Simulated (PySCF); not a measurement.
**How methods differ on the electron affinity of P**

P⁻ [Ne] 3s2 3p4 (3P) → P [Ne] 3s2 3p3 (4S), as a difference of total energies. All numbers are calculated (PySCF 2.14, scalar relativity by spin-free X2C-1e, in dyall-av3z (19s12p3d2f, 84 functions)). Correlated levels: valence: [Ne] frozen; virtual orbitals above 40 to 60 times the deepest correlated orbital energy dropped. The calculations carry no spin-orbit coupling.

```csv
method,electron affinity (eV)
UHF,-0.336
MP2 (valence),0.459
SCS-MP2 (valence),0.530
CCSD (valence),0.537
CCSD(T) (valence),0.606
```

A first-order spin-orbit estimate (lowest level to lowest level, LS coupling) adds 0.012 eV.

Errors of the correlated levels include the incompleteness of this basis and the frozen core.

A negative affinity means that the anion lies above the atom at that level of theory.

For comparison: 0.747 eV (measured; photodetachment measurements, as compiled on the Wikipedia data page of electron affinities).
